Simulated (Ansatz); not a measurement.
**CH6OSi: taking an electron away**

The task here is to estimate one member of a computed series from the others.

Method: unrestricted cation, the program's frozen cores in correlated methods; program: Ansatz 0.2.0, Gaussian basis.

The runs, in order: UKS PBE-D4/def2-TZVPP; UKS r2SCAN-D4/def2-TZVPP; UKS PBE0-D4/def2-TZVPP; UKS B3LYP-D4/def2-TZVPP; UKS wB97X-V/def2-TZVPP; UKS wB97M-V/def2-TZVPP; UKS B2PLYP/def2-TZVPP; UHF-CCSD(T)/def2-TZVPP; UHF-CCSD(T)/def2-QZVPP; extrapolation to the limit; then −ε(HOMO) from the neutral's earlier runs with LDA (SPW92), PBE-D4, revPBE-D4, BLYP-D4, r2SCAN-D4, B97M-V, PBE0-D4, B3LYP-D4, r2SCANh-D4, r2SCAN0-D4, HSE06-D4, BHLYP-D4, CAM-B3LYP-D4, LC-ωPBE, ωB97X-V, ωB97M-V.

### The relaxed structure

All runs share one geometry, relaxed beforehand with PBE0-D4 in a triple-zeta def2 set.

SMILES `C[SiH2]O`, 9 atoms, charge 0, spin multiplicity 1.

Atoms are counted from 1 here; the program's logs count them from 0.

Bond lengths: C1–Si2 1.863 Å, C1–H4 1.094 Å, C1–H5 1.093 Å, C1–H6 1.093 Å, Si2–O3 1.652 Å, Si2–H7 1.483 Å, Si2–H8 1.492 Å, O3–H9 0.957 Å. Angles: Si2–C1–H4 110.2°, Si2–C1–H5 111.0°, Si2–C1–H6 111.5°, H4–C1–H5 108.1°, H4–C1–H6 107.7°, H5–C1–H6 108.2°, C1–Si2–O3 112.6°, C1–Si2–H7 110.6°, C1–Si2–H8 108.9°, O3–Si2–H7 105.0°, O3–Si2–H8 110.4°, H7–Si2–H8 109.3°, Si2–O3–H9 117.7°.

Geometry (Å):

```
C    -0.77707    0.63077   -0.59565
Si    0.49859   -0.58912    0.00100
O     1.30791   -0.05833    1.33918
H    -1.25610    0.26153   -1.50717
H    -0.31903    1.59706   -0.81937
H    -1.56032    0.78801    0.15065
H     1.54896   -0.79052   -1.02700
H    -0.17314   -1.89162    0.28162
H     0.81868    0.00592    2.15974
```

The first run:

in.yaml reads:

```yaml
crystal:
  periodic: [false, false, false]
  atoms:
    - {symbol: C, position_ang: [-0.777072, 0.630772, -0.595646]}
    - {symbol: Si, position_ang: [0.498592, -0.589117, 0.000995]}
    - {symbol: O, position_ang: [1.307912, -0.058334, 1.339181]}
    - {symbol: H, position_ang: [-1.256097, 0.261532, -1.507174]}
    - {symbol: H, position_ang: [-0.319027, 1.597062, -0.819373]}
    - {symbol: H, position_ang: [-1.560318, 0.788008, 0.150654]}
    - {symbol: H, position_ang: [1.548964, -0.790523, -1.027000]}
    - {symbol: H, position_ang: [-0.173135, -1.891619, 0.281620]}
    - {symbol: H, position_ang: [0.818682, 0.005920, 2.159743]}
basis:
  gaussian: {orbitals: def2-TZVPP}
total_charge: 1
magnetization: {spin_polarized: true, initial_magnetization: 1}
hamiltonian: {xc: pbe, dispersion: d4}
```

Launch:

```console
$ ansatz run in.yaml --threads 2 --pin off --events-out ev --progress --plain --max-ram 32768MiB --backend cpu
```

Among the steps run: Cation, UKS PBE-D4/def2-TZVPP; Cation, UKS r2SCAN-D4/def2-TZVPP; Cation, UKS PBE0-D4/def2-TZVPP; Cation, UKS B3LYP-D4/def2-TZVPP; Cation, UKS wB97X-V/def2-TZVPP; Cation, UKS wB97M-V/def2-TZVPP; Cation, UKS B2PLYP (frozen core)/def2-TZVPP; Cation, UHF-CCSD(T)/def2-TZVPP; Cation, UHF-CCSD(T)/def2-QZVPP.

One table of the session follows, with a row left open; its other results are not shown here.

It belongs to the step «Ionisation energies side by side». For comparison, −ε(HOMO) of the neutral from earlier runs:

```
  functional  −ε(HOMO) (eV)
 LDA (SPW92)           7.06
      PBE-D4           6.94
   revPBE-D4           6.89
     BLYP-D4           6.86
   r2SCAN-D4           7.29
      B97M-V           7.41
     PBE0-D4           8.42
    B3LYP-D4           8.21
  r2SCANh-D4           7.84
  r2SCAN0-D4           8.65
    HSE06-D4           8.01
    BHLYP-D4           9.82
CAM-B3LYP-D4              ?
     LC-ωPBE          11.21
     ωB97X-V          10.87
     ωB97M-V          10.73
```

**Question.** Estimate the row for CAM-B3LYP-D4.

As computed: −ε(HOMO) (eV): 9.86. In the column «−ε(HOMO) (eV)» it lies between BHLYP-D4 (9.82) and ωB97M-V (10.73).
